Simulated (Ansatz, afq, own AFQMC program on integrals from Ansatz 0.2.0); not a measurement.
**CH⁺, singlet → CH⁺, triplet**

```yaml
atoms:
  - { symbol: C, position_ang: [0.0000, 0.0000, 0.0000] }
  - { symbol: H, position_ang: [0.0000, 0.0000, 1.1404] }
```

E(triplet, charge +1) − E(singlet, charge +1) at this geometry, on RHF and UHF determinants.

Basis cc-pVTZ. Only valence electrons are correlated. AFQMC by an in-house program on the Cholesky factors that Ansatz 0.2.0 writes for its CCSD(T) run. The CISD trial takes its coefficients from CCSD amplitudes. Released means that phaseless walkers are propagated on without the constraint, phases kept. Uncertainties: one standard error, sampling alone. The errors of all members are added in quadrature.

Full CI on the same integrals is exact in this basis and with this determinant's frozen core.

The best estimate is CCSD(T) at the basis-set limit (CBS: def2-TZVPP and def2-QZVPP, with their diffuse functions for anions and beside diffuse sets, CCSD(T) itself extrapolated) plus the step from CCSD(T) to full CI in cc-pVTZ. Rows without CBS are in cc-pVTZ; B2PLYP and the wave-function rows carry a basis error of their own. Core correlation and relativity beyond core potentials are missing, and ± holds the sampling alone.

Cautions: CH⁺ (singlet): restricted determinant unstable towards unrestricted (UHF 278 meV lower, ⟨S²⟩ 0.53); CH⁺ (triplet): another spin lies lower.

```
  level  vertical spin gap (eV)
wB97M-V                   1.159
     HF                   0.121
    MP2                   0.812
```

Q: From these cheaper values, estimate the vertical spin gap at the level of the best estimate.

A: 1.210 eV (best estimate, highest rung FCI).

```
         level  vertical spin gap (eV)  error against the best estimate (eV)
          CCSD                   1.161                                -0.049
       CCSD(T)                   1.179                                -0.031
         CCSDT                   1.179                                -0.031
      CCSDT(Q)                   1.181                                -0.029
 ph-AFQMC/CISD           1.189 ± 0.007                        -0.021 ± 0.007
released AFQMC           1.193 ± 0.009                        -0.017 ± 0.009
           FCI                   1.182                                -0.028
        HF/CBS                   0.116                                -1.094
       MP2/CBS                   0.876                                -0.334
   CCSD(T)/CBS                   1.207                                -0.003
```

Correlation beyond CCSD(T) adds 0.003 eV. Going to the basis-set limit adds 0.028 eV at CCSD(T). The perturbative (T) step is worth +0.018 eV.

Best estimates are given only where the step beyond CCSD(T) is under 0.3 eV and no member's determinant is very poor (T1 over 0.05, or 0.07 for open shells, ⟨S²⟩ too high by 0.3, two states mixed), so the hardest cases are missing from such tables.

The functionals ran in a triple-zeta set and keep a basis error of their own, a few kJ/mol for each bond in atomization energies and more for double hybrids, so close places among them and the extrapolated levels can swap.

CCSDT and higher add their correlation energy to the determinant of the CCSD(T) run, since their own runs factorise the integrals more tightly (a shift of under 2 meV). Each member of a difference takes its own highest rung, so a best estimate needn't equal the limit plus the step of one row. A walk keeps the symmetry of its determinant, which the program's search chose and which needn't be the lowest solution, so a lower state of the same spin and another symmetry isn't excluded. Released energies are given only where the last usable release times agree within the noise; a slower fall can still hide under it.
